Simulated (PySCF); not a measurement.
Species: 4-methyl-1,3-dioxolane, C4H8O2.
Numbering: `[CH3:1][C@H:2]1[CH2:3][O:4][CH2:5][O:6]1`

Cartesian coordinates in Å at the GFN2-xTB level; atoms count from 1:
```xyz
14
C4H8O2 angstrom
C     -1.7643   -0.2287    0.5107
C     -0.3979   -0.2418   -0.1612
C      0.3836    1.0851    0.0021
O      1.3951    0.7767    0.9364
C      1.6635   -0.5759    0.7328
O      0.4404   -1.2023    0.4727
H     -2.4333    0.4448   -0.0180
H     -2.1825   -1.2313    0.4977
H     -1.6659    0.0943    1.5439
H     -0.5037   -0.5023   -1.2240
H     -0.2226    1.8929    0.4105
H      0.8271    1.4001   -0.9522
H      2.3508   -0.7108   -0.1287
H      2.1090   -1.0011    1.6352
```

Probes without a nucleus sit at each ring's centroid and 1 Å off its mean plane on both sides; NICS is minus the shielding there, NICSzz its component along the normal. Level: GIAO PBE0/pcSseg-1 (PySCF, non-relativistic, gas phase) on the GFN2-xTB geometry, one conformer.

Ring bond lengths (Å), with Mayer bond orders in brackets: C2–C3 1.549 (1.00), C3–O4 1.411 (0.92), O4–C5 1.394 (0.97), C5–O6 1.398 (0.96), O6–C2 1.424 (0.90).

Question: Give the NICS values of each ring in ppm.

Answer: 
```
          ring                                               type  NICS(0)  NICS(1), two faces  NICS(1)zz, two faces  rms pucker (Å)  centre to ring atoms, mean (Å)
C2–C3–O4–C5–O6  5-membered ring with 2 O; formal bonds all single    -10.4         -3.1 / -4.1           -8.1 / -8.2            0.15                            1.21
```

Question: What can be read from them?

Answer: 
- C2–C3–O4–C5–O6: mean NICS(1)zz -8.2 ppm, shielded. C2, C3, C5 have four or more neighbours, and the NICS criterion for π rings isn't applied. NICS(0) lies 7 ppm below the mean NICS(1).

Question: What field does 7.05 T along the ring normal induce along that normal at the first NICS(1) probe listed for ring C2–C3–O4–C5–O6, 1 Å off the ring?

Answer: NICSzz × B0 = -8.1 ppm × 7.05 T = -57 μT, against the applied field.

Question: Give the inner angles of the rings and the Hirshfeld charges of the ring atoms.

Answer: 
- C2–C3–O4–C5–O6: C2 103.5° (+0.042 e), C3 104.1° (-0.004 e), O4 104.7° (-0.157 e), C5 107.1° (+0.066 e), O6 107.2° (-0.157 e); sum 526.6° against 540° for a flat convex ring.

Question: What are the shieldings of the ring atoms and their hydrogens in the same run (means over atoms taken as equivalent)?

Answer: 
```tsv
atoms	environment	σ isotropic (ppm)	principal values of the symmetric part, first atom (ppm)
C2	sp3 carbon bound to oxygen	111.6	80.1, 97.6, 157.2
C3	sp3 carbon bound to oxygen	112.5	80.7, 103.8, 153.1
O4	cyclic ether oxygen	255.5	157.4, 270.2, 338.8
C5	sp3 carbon bearing two oxygens	86.2	46.0, 95.0, 117.7
O6	cyclic ether oxygen	236.7	136.0, 273.1, 301.0
H10	methine hydrogen	27.55	24.2, 25.9, 32.5
H11	methylene hydrogen	28.06	24.5, 27.1, 32.5
H12	methylene hydrogen	27.81	23.2, 26.7, 33.5
H13	methylene hydrogen	26.77	21.4, 25.6, 33.3
H14	methylene hydrogen	26.18	22.1, 24.7, 31.7
```
